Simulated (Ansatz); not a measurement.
Process, species as SMILES: C#N (CH-N) → CHN+ (doublet, bonded as C#N) + e-
B3LYP-D3(BJ)/def2-TZVP geometries, fixed; electronic energies without zero-point terms.

Basis-set convergence of the adiabatic ionisation energy at PBE with Ansatz (an electronic-structure program). Cartesian d functions, on some or all atoms, in 6-31+G*; all else is spherical. The program fits the integrals of some runs and decomposes those of others, by size. Open shells are unrestricted. No added dispersion term, no relativity. Functions are those of the species that has most. Reference: the value in pcseg-4, 13.519 eV. Deviations are taken from unrounded values.

```
basis            functions  adiabatic ionisation energy (eV)  minus reference (eV)
---------------  ---------  --------------------------------  --------------------
3-21G                   20                            13.575                 0.056
pcseg-0                 20                            13.831                 0.312
pcseg-1                 33                            13.522                 0.003
6-31+G*                 40                            13.455                -0.064
aug-cc-pVDZ             55                            13.451                -0.068
6-311++G(2d,2p)         64                            13.533                 0.014
def2-TZVPP              76                            13.504                -0.015
def2-QZVPP             144                            13.516                -0.003
aug-cc-pVQZ            206                            13.520                 0.000
```
